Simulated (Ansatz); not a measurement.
A run of Ansatz (development build ahead of 0.2.0) on doublet C₂H at this shape:

```xyz
3

H     0.0075    0.0021   -1.5467
C     0.0061   -0.0062   -0.4718
C    -0.0032    0.0034    0.7267
```

Its results:

| Quantity | Value |
| --- | --- |
| Converged | yes |
| Reference energy | -75.19529 hartree |
| Correlation energy | -0.08782 hartree |
| Total energy | -75.28311 hartree |
| Spin squared of the determinant | 1.260 |

Question: Which input gives this output? Name the method, the orbitals and the basis set, and write the input.

Answer: UHF-MP2 in STO-3G.

```yaml
crystal:
  periodic: [false, false, false]
  atoms:
    - { symbol: H, position_ang: [0.00748, 0.00208, -1.54669] }
    - { symbol: C, position_ang: [0.00613, -0.00624, -0.47183] }
    - { symbol: C, position_ang: [-0.00323, 0.00345, 0.72669] }
basis:
  gaussian: { orbitals: STO-3G }
magnetization:
  spin_polarized: true
  initial_magnetization: 1
hamiltonian:
  xc: hf
correlation:
  method: mp2
  frozen_orbitals: { C: 1, H: 0 }
```

Caution: the unrestricted determinant is spin contaminated.
